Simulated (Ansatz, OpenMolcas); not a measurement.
## How basis sets differ on AlNH2Cl (SMILES [NH2][Al][Cl])

AlNH2Cl: 5 atoms, total charge 0, spin state doublet. As SMILES, `[NH2][Al][Cl]`. Geometry: relaxed at PBE0-D4/def2-TZVP. This is one conformer, not always the lowest.

```xyz
5

N    -0.5494    0.4617   -0.2320
Al    0.4026   -0.2916    1.0491
Cl    1.9070   -1.6497    0.4408
H    -1.2936    1.1233   -0.0835
H    -0.4166    0.2827   -1.2159
```

Quantity: the dipole moment, in D. The values are calculated.

```json
{"level": "UHF/ANO-R0 (sfX2C)", "kind": "Hartree–Fock", "program": "OpenMolcas", "value (D)": "2.59", "CPU time": "2.2 s"}
{"level": "UHF/ANO-RCC-MB (DKH2)", "kind": "Hartree–Fock", "program": "OpenMolcas", "value (D)": "3.76", "CPU time": "2.6 s"}
{"level": "UHF/STO-3G", "kind": "Hartree–Fock", "program": "OpenMolcas", "value (D)": "4.33", "CPU time": "1.3 s"}
{"level": "UHF/3-21G", "kind": "Hartree–Fock", "program": "OpenMolcas", "value (D)": "3.93", "CPU time": "1.5 s"}
{"level": "UHF/6-31G** (spherical functions)", "kind": "Hartree–Fock", "program": "Ansatz", "value (D)": "2.89", "CPU time": "1.2 s"}
{"level": "UHF/def2-SVP", "kind": "Hartree–Fock", "program": "Ansatz", "value (D)": "2.55", "CPU time": "1.6 s"}
{"level": "UHF/aug-cc-pVDZ", "kind": "Hartree–Fock", "program": "OpenMolcas", "value (D)": "2.40", "CPU time": "8.9 s"}
```

The values span 2.40 to 4.33 D. Sets without polarisation functions give poor dipoles. Without the sets that lack polarisation functions the rows with a basis span only 2.40 to 2.89 D. CPU times are rough (shared hosts, several kinds of processor): they show what a rung costs within a factor of a few.
